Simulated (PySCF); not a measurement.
**CO⁺: one state, many levels of theory**

State: ²Σ⁺ (doublet), unpaired electrons σ ↑. Set-up: basis C pcseg-2, O pcseg-2; no relativity; PySCF 2.14. De refers to C⁺ + O in their high-spin ground configurations, without counterpoise correction. The functionals are run spin-unrestricted. A positive dipole points towards O; it is taken about the centre of mass and depends on that origin.

| Level | Re (Å) | ωe (cm⁻¹) | De (eV) | μ (D) |
| --- | --- | --- | --- | --- |
| ROHF | 1.077 | 2619 | 5.45 | -3.20 |
| ROHF-MP2 | 1.127 | 2103 | 8.95 | n/a |
| ROHF-SCS-MP2 | 1.123 | 2147 | 8.54 | n/a |
| ROHF-CCSD | 1.111 | 2303 | 7.87 | n/a |
| ROHF-CCSD(T) | 1.121 | 2194 | 8.22 | n/a |
| PBE | 1.122 | 2204 | 9.35 | -2.55 |
| revPBE | 1.124 | 2187 | 8.95 | -2.56 |
| r²SCAN | 1.111 | 2280 | 8.93 | -2.71 |
| M06-L | 1.110 | 2313 | 8.94 | -2.59 |
| r²SCANh | 1.106 | 2319 | 8.68 | -2.76 |
| PBE0 | 1.106 | 2336 | 8.63 | -2.75 |
| CAM-B3LYP | 1.103 | 2348 | 8.47 | -2.78 |

The bond length runs from 1.077 Å (ROHF) to 1.127 Å (ROHF-MP2). De spans 5.45 eV (ROHF, mean field) to 9.35 eV (PBE, GGA). Correlation at CCSD(T) changes the Hartree–Fock bond energy by +2.77 eV; the triples alone change it by +0.35 eV.

Correlated steps freeze 2 core orbitals. For an ion De counts to the pair picked by the measured ionisation energies or electron affinities, which need not be the lowest pair at this level. The state is the lowest determinant that a PBE0 search found; another state may lie lower at other levels.
